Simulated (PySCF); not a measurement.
Homolysis of single bonds, series Al SiH3-H. Gas-phase values, no solvent. Strings in code marks are SMILES.

Method: B3LYP-D3(BJ)/def2-TZVP // PBE0-D4/def2-TZVP (PySCF). B3LYP has the VWN-RPA correlation part, as in Gaussian. 

```csv
species,dipole moment (D)
whole molecule (`[SiH3][Al]([SiH3])[SiH3]`),0.13
radical fragment (`[SiH3]`),…
radical fragment (`[SiH3][Al][SiH3]`),0.81
radical fragment (`[SiH3][AlH]`),0.58
whole molecule (`[AlH2][SiH3]`),0.26
whole molecule (`[AlH3]`),0.00
```

Q: Some entries are withheld; supply them.

A: 
- radical fragment (`[SiH3]`), dipole moment (D): 0.07
